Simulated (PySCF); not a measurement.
**C3H3FO2: NMR shifts at several levels of theory**

How much do the NMR shifts of C3H3FO2 (`C=C(F)C(=O)O`) depend on the level of theory, and what does each level cost?

Computed with PySCF 2.14.0, with density-fitted response routines of our own, on a single molecule in the gas phase. Atoms are numbered from 0 throughout.

## Step 1: The starting structure

9 atoms, charge 0, multiplicity 1; geometry from: GFN2-xTB.

Bonds of the start (Å): C0–C1 1.32, C1–F2 1.34, C1–C3 1.49, C3–O4 1.20, C3–O5 1.34, C0–H6 1.07, C0–H7 1.08, O5–H8 0.97.

## Step 2: Relaxing the molecule at PBE0-D3(BJ)/def2-SVP

Job settings and geometry (Å):

```
{"job": {"xc": "PBE0", "basis": "def2-SVP", "d3": "d3bj", "grid": 1, "kind": "geom"}, "charge": 0, "multiplicity": 1}
C     -1.349411     0.570328    -0.089582
C     -0.552196    -0.487693    -0.104419
F     -1.050898    -1.722986    -0.269671
C      0.929216    -0.469213     0.050188
O      1.635553    -1.438485     0.036155
O      1.394193     0.777251     0.210811
H     -0.939779     1.553252     0.043248
H     -2.413144     0.465422    -0.210110
H      2.360028     0.758119     0.308201
```

The log of the run:

```text
step   0  E = -365.74107152  max force = 0.017981
step   1  E = -365.73931625  max force = 0.011104
step   2  E = -365.74127521  max force = 0.005268
step   3  E = -365.74110299  max force = 0.007904
step   4  E = -365.74206109  max force = 0.001742
step   5  E = -365.74210032  max force = 0.001464
step   6  E = -365.74216159  max force = 0.000523
step   7  E = -365.74220167  max force = 0.000900
step   8  E = -365.74223825  max force = 0.000744
step   9  E = -365.74224597  max force = 0.000191
optimisation converged
```

Wall time 50 s (1 thread, shared host).

The steps of the relaxation: (the energy doesn't fall at every step)

```tsv
step	energy from step 0 (eV)	largest force component (eV/Å)
0	0.0000	0.9246
1	0.0478	0.5710
2	-0.0055	0.2709
3	-0.0009	0.4064
4	-0.0269	0.0896
5	-0.0280	0.0753
6	-0.0297	0.0269
7	-0.0308	0.0463
8	-0.0317	0.0383
9	-0.0320	0.0098
```

Distances of close pairs at the start and the end, largest changes first:

```tsv
bond	before (Å)	after (Å)	change (Å)
C1–F2	1.342	1.324	-0.019
C0–H7	1.076	1.091	+0.016
C0–H6	1.073	1.089	+0.016
C0–C1	1.325	1.331	+0.006
C3–O5	1.340	1.338	-0.002
C1–C3	1.490	1.491	+0.002
O5–H8	0.971	0.969	-0.002
C3–O4	1.199	1.200	+0.000
```

The final coordinates are the input of the step that follows.

```tsv
at the end point	value
point group (found at 0.08 Å tolerance)	Cs
rotational constants (GHz, main isotopes)	5.748, 3.554, 2.196
dipole moment (D)	2.81
```

## Step 3: Shielding tensors: PBE0/cc-pVDZ

Job settings and geometry (Å):

```
{"job": {"kind": "nmr", "xc": "PBE0", "basis": "cc-pVDZ", "pop": true}, "charge": 0, "multiplicity": 1}
C     -1.341768     0.512383     0.331903
C     -0.450110    -0.475973     0.346956
F     -0.715731    -1.656363     0.883493
C      0.929536    -0.408030    -0.215041
O      1.709867    -1.318838    -0.182643
O      1.196385     0.785090    -0.758588
H     -1.078848     1.466865    -0.121162
H     -2.331445     0.371105     0.769750
H      2.104444     0.736199    -1.093929
```

Method: GIAO PBE0/cc-pVDZ NMR shielding, non-relativistic, gas phase.

The log of the run:

```text
coarse grid: 8376 points
cycle   1  E = -365.8435805708  dE =  1.133e+00  |g| = 1.001e+00  |ddm| = 5.779e+00
cycle   2  E = -365.4049753324  dE =  4.386e-01  |g| = 1.823e+00  |ddm| = 3.316e+00
cycle   3  E = -366.0146553464  dE = -6.097e-01  |g| = 3.008e-01  |ddm| = 2.219e+00
cycle   4  E = -366.0307904559  dE = -1.614e-02  |g| = 9.513e-02  |ddm| = 4.373e-01
cycle   5  E = -366.0323669656  dE = -1.577e-03  |g| = 2.519e-02  |ddm| = 1.352e-01
cycle   6  E = -366.0325098547  dE = -1.429e-04  |g| = 8.834e-03  |ddm| = 4.810e-02
cycle   7  E = -366.0325278275  dE = -1.797e-05  |g| = 2.382e-03  |ddm| = 1.467e-02
cycle   8  E = -366.0325291347  dE = -1.307e-06  |g| = 4.589e-04  |ddm| = 3.696e-03
final grid: 83760 points
cycle   9  E = -366.0353828521  dE = -1.183e-05  |g| = 9.593e-03  |ddm| = 4.284e-02
cycle  10  E = -366.0353465491  dE =  3.630e-05  |g| = 1.683e-02  |ddm| = 3.164e-02
cycle  11  E = -366.0354005437  dE = -5.399e-05  |g| = 2.168e-03  |ddm| = 2.033e-02
cycle  12  E = -366.0354014713  dE = -9.276e-07  |g| = 2.890e-04  |ddm| = 2.764e-03
cycle  13  E = -366.0354014859  dE = -1.468e-08  |g| = 7.186e-05  |ddm| = 5.129e-04
cycle  14  E = -366.0354014870  dE = -1.056e-09  |g| = 1.810e-05  |ddm| = 1.255e-04
cycle  15  E = -366.0354014871  dE = -6.185e-11  |g| = 6.777e-06  |ddm| = 3.384e-05
converged SCF energy = -366.0354014871

GIAO shielding tensors (ppm)
atom      isotropic    diamagn.    paramagn.     s11        s22        s33       span
  0 C       92.414     259.997    -167.582     -8.326    107.761    177.808    186.134
  1 C       42.496     249.745    -207.249    -50.762     83.157     95.092    145.853
  2 F      302.263     469.464    -167.201    214.473    290.648    401.669    187.196
  3 C       42.002     255.751    -213.749    -52.720     82.850     95.877    148.597
  4 O      -57.635     399.975    -457.610   -291.339   -198.089    316.524    607.864
  5 O      163.359     387.374    -224.015     21.748    189.960    278.370    256.622
  6 H       25.589      32.254      -6.665     23.761     23.769     29.238      5.477
  7 H       26.049      29.051      -3.001     23.561     24.974     29.613      6.052
  8 H       26.473      30.628      -4.155     21.411     23.771     34.236     12.825
```

Wall time 10 s (1 thread, shared host).

Shifts follow as δ = σ(reference) − σ, with reference shieldings (ppm) from runs at the same level and on the same kind of geometry: ¹H TMS 31.29, ¹³C TMS 196.8, ¹⁹F CFCl3 200.9, ¹⁷O H2O 343.3. The references are single molecules in the gas phase, so shifts against H2O, NH3, PH3, H3PO4 or CFCl3 are not on the usual liquid scales and can be off by tens of ppm.

```tsv
atoms	environment	σ (ppm)	δ (ppm)
C3	carboxylic acid carbon	42.0	154.8
C1	α carbon of a C=C–C=O unit	42.5	154.3
C0	β carbon of a C=C–C=O unit	92.4	104.3
H6	hydrogen on a β carbon of a C=C–C=O unit	25.59	5.70
H7	hydrogen on a β carbon of a C=C–C=O unit	26.05	5.24
H8	hydrogen on an acid hydroxyl oxygen	26.47	4.82
F2	vinylic fluorine	302.3	-101.3
O4	carbonyl oxygen	-57.6	401.0
O5	acid hydroxyl oxygen	163.4	180.0
```

Charges from the same density, by scheme (e):

```tsv
atoms	Mulliken	IAO	Hirshfeld	ESP fit
C0	-0.01	-0.33	-0.10	-0.54
C1	0.07	0.24	0.07	0.26
F2	-0.14	-0.24	-0.05	-0.14
C3	0.19	0.50	0.19	0.54
O4	-0.23	-0.43	-0.25	-0.45
O5	-0.18	-0.48	-0.15	-0.54
```

Mayer bond orders: C0–C1 1.88, C1–F2 1.18, C1–C3 0.96, C3–O4 2.12, C3–O5 1.25.

## Step 4: NMR shieldings: PBE0/cc-pVTZ

The job, as its differences from that of step 3:

```diff
@@ -1,2 +1,2 @@
-{"job": {"kind": "nmr", "xc": "PBE0", "basis": "cc-pVDZ", "pop": true}, "charge": 0, "multiplicity": 1}
+{"job": {"kind": "nmr", "xc": "PBE0", "basis": "cc-pVTZ", "pop": true}, "charge": 0, "multiplicity": 1}
 C     -1.341768     0.512383     0.331903
```

Method: GIAO PBE0/cc-pVTZ NMR shielding, non-relativistic, gas phase.

The log of the run:

```text
coarse grid: 8376 points
cycle   1  E = -365.9787143052  dE =  1.098e+00  |g| = 1.013e+00  |ddm| = 6.055e+00
cycle   2  E = -365.5499080445  dE =  4.288e-01  |g| = 1.854e+00  |ddm| = 3.219e+00
cycle   3  E = -366.1435074495  dE = -5.936e-01  |g| = 3.022e-01  |ddm| = 2.195e+00
cycle   4  E = -366.1586871437  dE = -1.518e-02  |g| = 1.005e-01  |ddm| = 4.360e-01
cycle   5  E = -366.1602664773  dE = -1.579e-03  |g| = 2.697e-02  |ddm| = 1.379e-01
cycle   6  E = -366.1604216394  dE = -1.552e-04  |g| = 8.517e-03  |ddm| = 4.780e-02
cycle   7  E = -366.1604364718  dE = -1.483e-05  |g| = 2.782e-03  |ddm| = 1.428e-02
cycle   8  E = -366.1604381965  dE = -1.725e-06  |g| = 4.890e-04  |ddm| = 4.204e-03
final grid: 83760 points
cycle   9  E = -366.1476031281  dE = -4.670e-05  |g| = 1.078e-02  |ddm| = 7.816e-02
cycle  10  E = -366.1475602179  dE =  4.291e-05  |g| = 1.885e-02  |ddm| = 3.300e-02
cycle  11  E = -366.1476224309  dE = -6.221e-05  |g| = 2.456e-03  |ddm| = 2.193e-02
cycle  12  E = -366.1476234907  dE = -1.060e-06  |g| = 4.393e-04  |ddm| = 3.146e-03
cycle  13  E = -366.1476235180  dE = -2.731e-08  |g| = 1.278e-04  |ddm| = 6.221e-04
cycle  14  E = -366.1476235212  dE = -3.213e-09  |g| = 2.518e-05  |ddm| = 2.299e-04
cycle  15  E = -366.1476235213  dE = -9.504e-11  |g| = 9.640e-06  |ddm| = 4.212e-05
converged SCF energy = -366.1476235213

GIAO shielding tensors (ppm)
atom      isotropic    diamagn.    paramagn.     s11        s22        s33       span
  0 C       79.475     257.795    -178.320    -25.918     95.946    168.396    194.315
  1 C       27.382     246.248    -218.866    -71.935     71.141     82.939    154.874
  2 F      289.985     467.290    -177.304    198.235    283.007    388.713    190.477
  3 C       25.126     247.107    -221.981    -75.007     71.202     79.183    154.190
  4 O      -81.129     400.257    -481.386   -312.979   -229.784    299.377    612.356
  5 O      145.465     384.622    -239.156      0.664    169.619    266.113    265.449
  6 H       25.343      30.824      -5.481     23.516     23.705     28.808      5.292
  7 H       25.833      30.088      -4.255     23.417     24.958     29.124      5.707
  8 H       25.744      30.251      -4.507     21.241     22.570     33.423     12.182
```

Wall time 33 s (1 thread, shared host).

In short: δ C3 162.2, C1 159.9, C0 107.8, F2 -107.4, H6 5.95, H8 5.55 ppm.

## Step 5: Shielding tensors: PBE0/aug-cc-pVDZ

The job, as its differences from that of step 4:

```diff
@@ -1,2 +1,2 @@
-{"job": {"kind": "nmr", "xc": "PBE0", "basis": "cc-pVTZ", "pop": true}, "charge": 0, "multiplicity": 1}
+{"job": {"kind": "nmr", "xc": "PBE0", "basis": "aug-cc-pVDZ", "pop": true}, "charge": 0, "multiplicity": 1}
 C     -1.341768     0.512383     0.331903
```

Level: GIAO PBE0/aug-cc-pVDZ NMR shielding, non-relativistic, gas phase.

The log of the run:

```text
coarse grid: 8376 points
cycle   1  E = -365.8901554939  dE =  1.123e+00  |g| = 9.503e-01  |ddm| = 7.473e+00
cycle   2  E = -365.4750566113  dE =  4.151e-01  |g| = 1.764e+00  |ddm| = 3.655e+00
cycle   3  E = -366.0469570558  dE = -5.719e-01  |g| = 2.805e-01  |ddm| = 2.548e+00
cycle   4  E = -366.0608272994  dE = -1.387e-02  |g| = 9.251e-02  |ddm| = 4.267e-01
cycle   5  E = -366.0623212288  dE = -1.494e-03  |g| = 2.350e-02  |ddm| = 1.345e-01
cycle   6  E = -366.0624462285  dE = -1.250e-04  |g| = 7.848e-03  |ddm| = 5.631e-02
cycle   7  E = -366.0624594920  dE = -1.326e-05  |g| = 2.407e-03  |ddm| = 1.571e-02
cycle   8  E = -366.0624608817  dE = -1.390e-06  |g| = 4.356e-04  |ddm| = 5.078e-03
final grid: 83760 points
cycle   9  E = -366.0653758706  dE = -1.482e-05  |g| = 9.680e-03  |ddm| = 1.215e-01
cycle  10  E = -366.0653383567  dE =  3.751e-05  |g| = 1.709e-02  |ddm| = 4.219e-02
cycle  11  E = -366.0653937021  dE = -5.535e-05  |g| = 2.190e-03  |ddm| = 2.407e-02
cycle  12  E = -366.0653946442  dE = -9.421e-07  |g| = 3.128e-04  |ddm| = 3.018e-03
cycle  13  E = -366.0653946609  dE = -1.676e-08  |g| = 8.322e-05  |ddm| = 6.690e-04
cycle  14  E = -366.0653946624  dE = -1.498e-09  |g| = 1.916e-05  |ddm| = 1.881e-04
cycle  15  E = -366.0653946625  dE = -6.628e-11  |g| = 7.710e-06  |ddm| = 4.170e-05
converged SCF energy = -366.0653946625

GIAO shielding tensors (ppm)
atom      isotropic    diamagn.    paramagn.     s11        s22        s33       span
  0 C       91.263     221.542    -130.278     -8.354    103.961    178.182    186.536
  1 C       42.716     231.602    -188.886    -50.364     82.831     95.681    146.045
  2 F      303.698     470.046    -166.348    221.225    295.068    394.801    173.576
  3 C       37.259     228.600    -191.340    -60.232     80.586     91.425    151.657
  4 O      -52.280     400.373    -452.654   -276.756   -185.055    304.969    581.725
  5 O      159.645     383.488    -223.843     24.346    181.966    272.624    248.278
  6 H       25.318      33.143      -7.825     23.397     23.860     28.698      5.301
  7 H       25.780      32.783      -7.003     23.354     25.054     28.932      5.578
  8 H       25.856      31.179      -5.323     21.649     22.660     33.258     11.609
```

Wall time 23 s (1 thread, shared host).

In short: δ C3 157.9, C1 152.4, C0 103.9, F2 -109.6, H6 6.08, H7 5.61 ppm.

## Step 6: Shielding tensors: PBE0/IGLO-III

The job, as its differences from that of step 5:

```diff
@@ -1,2 +1,2 @@
-{"job": {"kind": "nmr", "xc": "PBE0", "basis": "aug-cc-pVDZ", "pop": true}, "charge": 0, "multiplicity": 1}
+{"job": {"kind": "nmr", "xc": "PBE0", "basis": "IGLO-III", "pop": true}, "charge": 0, "multiplicity": 1}
 C     -1.341768     0.512383     0.331903
```

Method: GIAO PBE0/IGLO-III NMR shielding, non-relativistic, gas phase.

The log of the run:

```text
coarse grid: 8376 points
cycle   1  E = -365.9818106620  dE =  1.110e+00  |g| = 1.021e+00  |ddm| = 2.103e+00
cycle   2  E = -365.5319557572  dE =  4.499e-01  |g| = 1.888e+00  |ddm| = 1.259e+00
cycle   3  E = -366.1487868543  dE = -6.168e-01  |g| = 3.061e-01  |ddm| = 9.306e-01
cycle   4  E = -366.1640934956  dE = -1.531e-02  |g| = 1.078e-01  |ddm| = 1.501e-01
cycle   5  E = -366.1659336202  dE = -1.840e-03  |g| = 2.667e-02  |ddm| = 5.195e-02
cycle   6  E = -366.1660844191  dE = -1.508e-04  |g| = 8.532e-03  |ddm| = 1.796e-02
cycle   7  E = -366.1660989325  dE = -1.451e-05  |g| = 2.913e-03  |ddm| = 5.177e-03
cycle   8  E = -366.1661008437  dE = -1.911e-06  |g| = 4.938e-04  |ddm| = 1.454e-03
final grid: 83760 points
cycle   9  E = -366.1694519957  dE = -7.820e-05  |g| = 9.761e-03  |ddm| = 4.481e-02
cycle  10  E = -366.1694180203  dE =  3.398e-05  |g| = 1.677e-02  |ddm| = 1.010e-02
cycle  11  E = -366.1694675327  dE = -4.951e-05  |g| = 2.343e-03  |ddm| = 6.900e-03
cycle  12  E = -366.1694684713  dE = -9.386e-07  |g| = 6.107e-04  |ddm| = 1.132e-03
cycle  13  E = -366.1694685263  dE = -5.495e-08  |g| = 1.708e-04  |ddm| = 2.500e-04
cycle  14  E = -366.1694685319  dE = -5.675e-09  |g| = 2.602e-05  |ddm| = 9.595e-05
cycle  15  E = -366.1694685321  dE = -1.057e-10  |g| = 1.082e-05  |ddm| = 1.745e-05
converged SCF energy = -366.1694685321

GIAO shielding tensors (ppm)
atom      isotropic    diamagn.    paramagn.     s11        s22        s33       span
  0 C       71.557     257.078    -185.521    -37.313     87.383    164.599    201.912
  1 C       19.263     250.308    -231.044    -83.805     64.643     76.952    160.757
  2 F      288.315     465.178    -176.863    202.286    277.691    384.967    182.681
  3 C       17.668     252.587    -234.918    -85.813     65.376     73.443    159.256
  4 O      -90.597     395.763    -486.360   -330.649   -236.913    295.771    626.419
  5 O      136.871     386.813    -249.942     -9.912    160.799    259.725    269.637
  6 H       25.434      31.443      -6.010     23.592     23.909     28.800      5.208
  7 H       25.830      29.376      -3.546     23.507     25.007     28.978      5.471
  8 H       25.795      29.170      -3.375     21.644     22.507     33.235     11.591
```

It took 36 s on 1 thread, shared host.

In short: δ C3 166.1, C1 164.5, C0 112.2, F2 -113.7, H6 5.94, H8 5.58 ppm.

## Step 7: Nuclear shieldings: PBE0/pcSseg-0

The job, as its differences from that of step 6:

```diff
@@ -1,2 +1,2 @@
-{"job": {"kind": "nmr", "xc": "PBE0", "basis": "IGLO-III", "pop": true}, "charge": 0, "multiplicity": 1}
+{"job": {"kind": "nmr", "xc": "PBE0", "basis": "pcSseg-0", "pop": true}, "charge": 0, "multiplicity": 1}
 C     -1.341768     0.512383     0.331903
```

Level: GIAO PBE0/pcSseg-0 NMR shielding, non-relativistic, gas phase.

The log of the run:

```text
coarse grid: 8376 points
cycle   1  E = -365.0257671574  dE =  1.132e+00  |g| = 9.554e-01  |ddm| = 3.287e+00
cycle   2  E = -364.5528863232  dE =  4.729e-01  |g| = 1.863e+00  |ddm| = 2.978e+00
cycle   3  E = -365.1944801490  dE = -6.416e-01  |g| = 3.123e-01  |ddm| = 2.118e+00
cycle   4  E = -365.2116344223  dE = -1.715e-02  |g| = 8.235e-02  |ddm| = 3.322e-01
cycle   5  E = -365.2127760550  dE = -1.142e-03  |g| = 2.299e-02  |ddm| = 8.760e-02
cycle   6  E = -365.2128907207  dE = -1.147e-04  |g| = 8.193e-03  |ddm| = 3.015e-02
cycle   7  E = -365.2129068053  dE = -1.608e-05  |g| = 1.777e-03  |ddm| = 8.847e-03
cycle   8  E = -365.2129074729  dE = -6.677e-07  |g| = 2.777e-04  |ddm| = 2.276e-03
final grid: 83760 points
cycle   9  E = -365.1380861924  dE = -1.869e-05  |g| = 4.302e-03  |ddm| = 1.585e-02
cycle  10  E = -365.1380798648  dE =  6.328e-06  |g| = 7.202e-03  |ddm| = 1.103e-02
cycle  11  E = -365.1380897592  dE = -9.894e-06  |g| = 1.395e-03  |ddm| = 7.597e-03
cycle  12  E = -365.1380901207  dE = -3.614e-07  |g| = 2.445e-04  |ddm| = 1.379e-03
cycle  13  E = -365.1380901300  dE = -9.299e-09  |g| = 5.337e-05  |ddm| = 2.147e-04
cycle  14  E = -365.1380901305  dE = -5.285e-10  |g| = 1.784e-05  |ddm| = 6.506e-05
converged SCF energy = -365.1380901305

GIAO shielding tensors (ppm)
atom      isotropic    diamagn.    paramagn.     s11        s22        s33       span
  0 C       72.884     254.955    -182.071    -39.861     86.890    171.623    211.484
  1 C       21.341     257.490    -236.150    -81.892     67.052     78.862    160.754
  2 F      288.791     471.104    -182.313    182.119    264.329    419.923    237.804
  3 C       16.850     243.174    -226.324    -94.795     64.119     81.225    176.019
  4 O     -134.728     396.361    -531.089   -421.577   -303.092    320.486    742.063
  5 O      137.797     397.706    -259.909    -27.254    176.472    264.173    291.427
  6 H       26.397      28.895      -2.498     24.691     24.845     29.655      4.964
  7 H       26.850      27.771      -0.921     23.952     25.960     30.638      6.685
  8 H       27.907      30.152      -2.245     22.444     26.625     34.651     12.207
```

Wall time 6.2 s (1 thread, shared host).

In short: δ C3 176.7, C1 172.2, C0 120.6, F2 -110.4, H6 6.43, H7 5.98 ppm.

## Step 8: Run by run: NMR shifts

Shifts (ppm) of some atoms, chosen among heavy atoms and hydrogens apart, with basis size and wall time:

```tsv
run	C3	C1	C0	H7	H8	O4	O5	functions	time
PBE0/cc-pVDZ	154.8	154.3	104.3	5.24	4.82	401.0	180.0	99	10 s
PBE0/cc-pVTZ	162.2	159.9	107.8	5.46	5.55	416.0	189.4	222	33 s
PBE0/aug-cc-pVDZ	157.9	152.4	103.9	5.61	5.54	388.2	176.3	165	23 s
PBE0/IGLO-III	166.1	164.5	112.2	5.54	5.58	417.8	190.3	240	36 s
PBE0/pcSseg-0	176.7	172.2	120.6	5.98	4.93	472.6	200.1	60	6.2 s
```

## Step 9: Results

| quantity | value |
| --- | --- |
| point group | Cs |
| rotational constants (main isotopes) | 5.75, 3.55, 2.20 GHz |
| ¹³C shifts against TMS (PBE0/cc-pVDZ) | 154.8, 154.3, 104.3 ppm |
| ¹H shifts against TMS (PBE0/cc-pVDZ) | 5.70, 5.24, 4.82 ppm |
| ¹⁹F shifts against CFCl3 (PBE0/cc-pVDZ) | -101.3 ppm |
| ¹⁷O shifts against H2O (PBE0/cc-pVDZ) | 401.0, 180.0 ppm |
| range of the shift of O4 | 388.2 to 472.6 ppm |

What this shows: Single values in the summary come from the first run of each kind that ended normally (PBE0/cc-pVDZ), which need not be the best level. The optimisation took 9 steps and gained 0.032 eV; among the close pairs (by a distance rule), C1–F2 changed most, from 1.342 to 1.324 Å. At PBE0/cc-pVDZ: Shielding is most anisotropic at O4 (span 608 ppm, paramagnetic term -458 ppm). Across the 5 runs the shift of O4 moves most, between 388.2 (PBE0/aug-cc-pVDZ) and 472.6 ppm (PBE0/pcSseg-0).
